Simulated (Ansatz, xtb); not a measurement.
## Ranking isomers of BHLiP

3 gas-phase structures of BHLiP, found in a search over its isomers (lower ones may exist). Each was relaxed with GFN2-xTB:

A. `[H]/P=[B]/[Li]`, a singlet
B. `[Li][P]=B`, a singlet
C. `[Li][B]=P`, a singlet

Question: Make a reasoned guess at their ranking by r2SCAN-D4/def2-SVP single-point energy.

Answer: Calculated order at r2SCAN-D4/def2-SVP: B (0.0), C (36.1), A (39.8) kcal/mol.

Energies above the lowest of each column, in kcal/mol:

| structure | GFN2-xTB | HF/STO-3G | r2SCAN-D4/def2-SVP |
| --- | --- | --- | --- |
| B | 0.0 | 0.0 | 0.0 |
| C | 42.0 | 43.2 | 36.1 |
| A | 42.4 | 47.5 | 39.8 |

Every level run on B puts it lowest or level with the lowest. No reliable frequencies are at hand for these structures.

Programs: Ansatz 0.2.0, xtb 6.7.1.
